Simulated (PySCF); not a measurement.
# Dipole moment and polarisability of CH3CH2CF(CH3)2

CH3CH2CF(CH3)2, C₅H₁₁F.
Numbering: `[CH3:1][CH2:2][C:3]([CH3:4])([CH3:5])[F:6]` (hydrogens: H7, H8, H9 on C1; H10, H11 on C2; H12, H13, H14 on C4; H15, H16, H17 on C5)

Geometry (GFN2-xTB, Å), atoms numbered from 1 in this order:
```
atom  x, y, z in Å
C1     1.9199   -0.7375    0.1071
C2     0.8334    0.1802    0.6578
C3    -0.3621    0.3590   -0.2861
C4    -1.0098   -0.9594   -0.6943
C5    -1.3889    1.3151    0.3153
F6     0.1184    0.9615   -1.4546
H7     1.5786   -1.7684    0.0590
H8     2.7967   -0.6997    0.7493
H9     2.2100   -0.4155   -0.8902
H10    1.2632    1.1686    0.8350
H11    0.4636   -0.2035    1.6100
H12   -0.3201   -1.5486   -1.2917
H13   -1.8971   -0.7654   -1.2922
H14   -1.2929   -1.5246    0.1888
H15   -1.8270    0.8780    1.2079
H16   -0.9155    2.2588    0.5758
H17   -2.1774    1.5136   -0.4068
```

Level: CAM-B3LYP/def2-SVPD (PySCF), static field, nuclei fixed, core orbitals frozen in the response. The polarisability tensor in these axes (au):

```
x   66.76 -3.05  1.23
y   -3.05 62.19  1.90
z    1.23  1.90 58.71
```

**Question.** Give the principal values, the mean and the anisotropy Δα = √{½[(α1 − α2)² + (α2 − α3)² + (α1 − α3)²]}.

**Answer.** Principal values 57.23, 62.13 and 68.30 au; mean 62.55 au = 9.27 Å³ = 10.31 × 10⁻⁴⁰ C²·m²/J; Δα = 9.60 au (15 % of the mean).

**Question.** What is the dipole moment, and where does it point?

**Answer.** (-0.60, -0.85, 1.63) D, 1.94 D in size, pointing from the negative to the positive side. Measured along this direction, the outermost atoms are F6 at the negative end and H11, H14 and H15 at the positive end.

**Question.** In a dilute gas of rigid molecules at 350 K, how does the orientational term μ²/3kT compare with the electronic polarisability?

**Answer.** In Gaussian units μ²/3kT = 25.89 Å³ against 9.27 Å³, a ratio of 2.79; the Debye molar polarisation (4π/3)N_A(α + μ²/3kT) is 88.7 cm³/mol, leaving out the vibrational part.

**Question.** Refractivity n − 1 of an ideal gas of it at 298.15 K and 1 atm, from the electronic α?

**Answer.** N = p/kT = 2.4615 × 10¹⁹ cm⁻³, so n − 1 = 2π × N × 9.27 × 10⁻²⁴ cm³ = 1434 × 10⁻⁶ at long wavelengths, for an ideal gas.

**Question.** Rayleigh depolarisation ratio (linearly polarised light, static tensor)?

**Answer.** ρ = 3Δα²/(45ᾱ² + 4Δα²) = 276.6/(176086 + 368.8) = 0.00157.

**Question.** Form Σ f/ω² (atomic units) for the 8 lowest TDDFT singlets, given as eV and f, and set it beside the mean polarisability, which is this sum over all singlets: 8.74, 0.0110; 8.88, 0.0261; 9.45, 0.0046; 9.60, 0.0598; 9.73, 0.0293; 9.81, 0.0411; 9.89, 0.0018; 9.92, 0.0417.

**Answer.** They add up to 1.74 au, 2.8 % of the 62.55 au; the largest single term is 0.48 au, from the state at 9.60 eV. Terms in order: 0.11, 0.25, 0.04, 0.48, 0.23, 0.32, 0.01, 0.31 au. Higher excitations give the rest. The strengths listed sum to 0.215.

Geometry: GFN2-xTB, one conformer, isolated molecule.
